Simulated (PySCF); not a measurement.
**PH, quintet in aug-cc-pVDZ: errors against full CI**

Geometry: that of the PH, triplet, kept fixed. The triplet lies 6.8 eV lower here.

```xyz
2

P     0.0000    0.0000    0.0000
H     0.0000    0.0000    1.4282
```

Basis aug-cc-pVDZ; PySCF 2.14.0. Correlated methods freeze the noble-gas cores, which leaves 6 electrons in 31 orbitals. Prefix R: restricted or restricted open-shell reference; prefix U: unrestricted.

Full CI is exact within this basis and frozen core; it isn't the basis-set limit. The frozen core follows each run's orbitals, which can shift R against U totals by a few meV.

```
UHF ⟨S²⟩                          : 6.006
T1 diagnostic (ROHF- or RHF-based CCSD)             : 0.0337
largest doubles amplitude (ROHF- or RHF-based CCSD) : 0.048
T1 diagnostic (UCCSD)             : 0.0378
```

```csv
level,E − E(full CI) (meV),share of correlation (%),wall time
RHF,2609,0.00,–
UHF,2532,2.97,–
RMP2,603,76.90,–
UMP2,634,75.71,–
RCCSD,81,96.89,–
UCCSD,80,96.93,–
RCCSD(T),20,99.25,0.69 s
UCCSD(T),19,99.26,0.55 s
RCCSDT,4,99.86,18 s
UCCSDT,3,99.87,18 s
```

The correlation energy at full CI, counted from RHF, is -2.609 eV. Full CI, over all symmetries tried, took 4.1 min on 1 thread of AMD EPYC 7B13, shared host; the state has 1,322,328 determinants.

Times are those of the correlated step on a shared host, with one SCF added for the restricted CCSD run; they ran on 1 thread of AMD EPYC 7B13.

The full-CI state has the irrep A2 of C2v, in the program's axes (one component, if the state is degenerate).

Natural occupations of full CI about the gap: 1.941 1.002 0.988 0.988 0.981 0.015 0.013 0.013 0.012 0.011; effectively unpaired electrons, Σ n²(2−n)², 4.02.
